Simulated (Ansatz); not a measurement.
Born–Oppenheimer molecular dynamics of BClFH (4 atoms, charge 0, multiplicity 1). It goes on from the last frame of an earlier run, with new velocities.

These are results of RKS r2SCAN/def2-SVP in Ansatz, not measurements.

```json
{"ensemble": "NVT, Nosé–Hoover chain", "time step": "0.5 fs", "steps asked": "100", "set temperature": "1000 K", "thermostat": "time constant 100 fs, chain length 5", "masses": "H 2.014 u", "seed": "467101"}
```

First frame:

```xyz
4
Properties=species:S:1:pos:R:3
B -0.035 -0.050 0.004
F -0.044 -0.062 1.329
H 1.003 -0.154 -0.592
Cl -1.564 0.028 -0.849
```

**Question.** How far do the bonds stretch over the last three quarters of this one trajectory? (Pairs bonded in most of those frames.)

**Answer.** 
```
  bond  mean (Å)  spread (Å)  shortest  longest
 B1–F2     1.311       0.046      1.26     1.40
 B1–H3     1.202       0.063      1.11     1.30
B1–Cl4     1.750       0.030      1.71     1.79
```

Mean temperature of the second half: 500 K. The conserved energy stayed within 0.28 meV per atom of its start (net change 0.0018 meV per atom), so the integration is sound. The mean temperature of the second half is 50 % below the set value. A run of 0.05 ps of so small a system gives no equilibrium averages.

Run time: 3.1 min on 1 thread of Arm Neoverse V1, with other jobs on the host, peak memory 0.1 GiB.
